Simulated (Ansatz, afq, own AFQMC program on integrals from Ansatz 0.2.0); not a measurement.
## HfS, singlet in def2-SVP, levels against CCSDT(Q)

```xyz
2

Hf    0.0000    0.0000    0.0000
S     0.0000    0.0000    2.1637
```

Basis def2-SVP with its core potentials. Noble-gas cores (and the filled d shells of Ga–Kr and In–Xe) are frozen. AFQMC by an in-house program on the Cholesky factors that Ansatz 0.2.0 writes for its CCSD(T) run. The CISD trial takes its coefficients from CCSD amplitudes. Released means that phaseless walkers are propagated on without the constraint, phases kept. Error bars are statistical, one sigma. No spin–orbit coupling. The metal's outer-core s and p shells are frozen, which shifts wave-function levels against functionals.

Determinant: RHF, the one that the program's search chose, which needn't be the lowest solution. The geometry is a point of a scan.

No full CI on the walks' own integrals is used here; CCSDT(Q) serves as the reference and is uncertain by about the last step of the cluster series.

Cautions: no spin-orbit coupling; outer-core shells of the metal frozen; higher spins were not checked; restricted determinant unstable towards unrestricted (UHF 86 meV lower, ⟨S²⟩ 0.50); (T) is large, 7 % of the CCSD correlation; CCSDT(Q) on the UHF determinant differs (23 meV higher), by its state or its frozen core.

```
T1 diagnostic                               : 0.0354
weight of the determinant in the CISD state : 0.833
size of the correlated space                : 10 electrons in 41 orbitals
```

Reference: CCSDT(Q), correlation energy -6.455 eV. The released energy is read at 2.00 1/Eh, later times being too noisy (meV from the phaseless value at times in 1/Eh: -8 ± 25 at 0.60, -23 ± 27 at 1.20, -2 ± 34 at 2.00, -28 ± 57 at 3.00, -85 ± 73 at 4.20).

| level | E − E(reference) (meV) | share of correlation (%) |
| --- | --- | --- |
| HF | 6454.6 | 0.00 |
| MP2 | 777.4 | 87.96 |
| CCSD | 465.4 | 92.79 |
| CCSD(T) | 45.3 | 99.30 |
| CCSDT | 22.9 | 99.64 |
| ph-AFQMC/HF | -73.3 ± 78.5 | 101.14 |
| ph-AFQMC/CISD | 45.9 ± 25.9 | 99.29 |
| released AFQMC | 44.2 ± 34.4 | 99.32 |

A walk keeps the symmetry of its determinant, which the program's search chose and which needn't be the lowest solution, so a lower state of the same spin and another symmetry isn't excluded. Released energies are given only where the last usable release times agree within the noise; a slower fall can still hide under it.
